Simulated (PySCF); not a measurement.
## What binds SF: the parts of the energy along the bond

State: ²Π, doublet, unpaired electrons π ↑. ROHF-based CCSD(T) in PySCF 2.14 with S cc-pV(T+d)Z, F cc-pVTZ and S cc-pV(Q+d)Z, F cc-pVQZ (frozen core orbitals: 6; no relativity). Correlation energies are extrapolated as n⁻³ (n = 3, 4), Hartree–Fock as (n+1)·exp(−9√n). CV is the change on freezing 1 orbitals instead, in S cc-pwCVTZ, F cc-pwCVTZ. SR is the spin-free X2C energy in S cc-pVTZ-DK, F cc-pVTZ-DK less the non-relativistic one in S cc-pVTZ, F cc-pVTZ. All energies in eV from S + F.

| R (Å) | HF/CBS | CCSD corr. | (T) | CV | SR | total |
| --- | --- | --- | --- | --- | --- | --- |
| 1.4100 | -1.078 | -1.618 | -0.1484 | -0.0290 | 0.0126 | -2.861 |
| 1.4741 | -1.504 | -1.674 | -0.1661 | -0.0207 | 0.0121 | -3.353 |
| 1.5382 | -1.676 | -1.729 | -0.1844 | -0.0142 | 0.0111 | -3.592 |
| 1.6023 | -1.667 | -1.782 | -0.2032 | -0.0090 | 0.0099 | -3.651 |
| 1.6664 | -1.533 | -1.833 | -0.2224 | -0.0049 | 0.0086 | -3.585 |
| 1.7465 | -1.245 | -1.896 | -0.2473 | -0.0010 | 0.0070 | -3.382 |
| 1.8266 | -0.872 | -1.959 | -0.2734 | 0.0019 | 0.0056 | -3.097 |

A fit to the total gives Re = 1.5966 Å, De = 3.652 eV, ωe = 846.4 cm⁻¹, Be = 0.5549 cm⁻¹ (masses 31.9721 and 18.9984 u).

Q: At R = 1.6023 Å the CCSD correlation energy is -0.420020 hartree in the smaller basis and -0.454174 in the larger. Extrapolate it.

A: (4³·E4 − 3³·E3)/(4³ − 3³) = -0.47910 hartree; the larger basis holds 94.8 % of it.

The T1 diagnostic is 0.021. The state was picked by a PBE0 search and need not be the measured ground state. Spin–orbit coupling, excitations beyond (T) and corrections to the Born–Oppenheimer picture are left out.
